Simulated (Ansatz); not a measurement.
## One element changed: bond dissociation energies of Si–CH3, Ge–CH3

Ansatz 0.2.0, basis cc-pVDZ; geometries are PBE0/def2-TZVP minima. Wave-function levels freeze the cores with the filled d shells of p-block atoms; HF, MP2 and coupled cluster are restricted for singlets and unrestricted otherwise, atoms included, restricted open-shell where a d shell is frozen. The reference is CCSDT(Q) (coupled cluster only where its series has nearly closed). An error is the level's value less the reference. None of these values is a measured one. Energies are electronic, without zero-point terms. No spin–orbit coupling and no scalar relativity. The set is small: it underbinds, by tens of kJ/mol for each bond, so near ties and functionals' places can change in larger sets. The species are chosen: bound, without strong static correlation by their natural occupations or amplitudes, in their lowest spin state as far as vertical gaps and like structures tell, and with a ladder that closes on the reference, so errors are smaller than for species at large; levels whose determinant breaks symmetry or spin markedly are left out.

```csv
species,bonds (Å),quantity,symmetry of the states,reference,value (kcal/mol),error CCSD,error CCSD(T),error CCSDT
"Si–CH3, doublet","C–Si 1.889, C–H 1.094/1.104, angles at C 103/107/110/115°","C–H bond energy, to Si–CH2 (singlet) + H",A'' / A1,CCSDT(Q),61.0,2.1,0.3,0.3
"Ge–CH3, doublet","C–Ge 1.989, C–H 1.093/1.100, angles at C 105/107/110/114°","C–H bond energy, to Ge–CH2 (singlet) + H",A'' / A1,CCSDT(Q),66.1,2.3,0.4,0.3
```

The reference rises from Si to Ge, by 5.1 kcal/mol in all.
